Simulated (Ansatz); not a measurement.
`[NH2][MgH]` + H₂O → `[OH][MgH]` + NH₃ at 500 K and 1 bar (formal hydrolysis of a Mg–N bond).

Computed with Ansatz on PBE0-D4/def2-TZVP structures; ΔE is electronic, products minus reactants. CCSD(T)/CBS is the MP2 limit (def2-TZVPP, def2-QZVPP) plus CCSD(T) − MP2 in def2-TZVPP, frozen cores. This one scheme is used for every species. For Mg outer-core shells are correlated without core-valence functions, which leaves a few kJ/mol of doubt a bond.

```tsv
species	CCSD(T)/CBS energy (Eh)	H − E (kJ/mol)	S (J/(mol·K))
`[NH2][MgH]`	-256.40266	103.2	286.3
H₂O	-76.37941	73.2	206.3
`[OH][MgH]`	-276.29839	72.2	285.7
NH₃	-56.50880	108.2	211.8
```

H − E and S are ideal-gas, rigid-rotor, harmonic terms from PBE0-D4/def2-TZVP. 1 Eh = 2625.50 kJ/mol, R = 8.31446 J/(mol·K).

Question: By hand: ΔE, ΔH, ΔS and ΔG.

Answer: ΔE = (-276.29839) + (-56.50880) − (-256.40266) − (-76.37941) = -0.02512 Eh = -66.0 kJ/mol. Δ(H − E) = 72.2 + 108.2 − 103.2 − 73.2 = 4.0, so ΔH = -62.0 kJ/mol. ΔS = 285.7 + 211.8 − 286.3 − 206.3 = 4.9 J/(mol·K). ΔG = -62.0 − 500 × (4.9)/1000 = -64.5 kJ/mol.

Question: By hand: the equilibrium constant, and the temperature at which ΔG would vanish if ΔH and ΔS stayed fixed.

Answer: log₁₀ K = −ΔG/(RT ln 10) = 6.7. ΔH and −TΔS have one sign here, so there is no such temperature.

The number of gas molecules stays the same, so ΔS is small and ΔH decides. A doubt of 5 kJ/mol in ΔE shifts log₁₀ K by 0.5 here. These are equilibria of isolated gas molecules and say nothing of rates. Largest T1 diagnostic: 0.010 (customary marks: 0.02 for closed shells, 0.045 for open ones).

ΔS is within the doubt of such terms, so its sign, and with it that verdict, could turn.
